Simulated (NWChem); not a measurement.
Species: Li cation

Results from NWChem. B3LYP is NWChem's, with the RPA form of VWN correlation. Static field.

| level | isotropic polarisability (bohr³) | anisotropy (bohr³) |
|---|---|---|
| PBE/aug-cc-pVDZ | 0.1 | 0.0 |
| B3LYP/aug-cc-pVDZ | 0.1 | 0.0 |
| LC-BLYP (range parameter 0.33 per bohr)/aug-cc-pVDZ | 0.1 | 0.0 |
| LDA (Slater exchange, VWN5)/aug-cc-pVDZ | 0.1 | 0.0 |
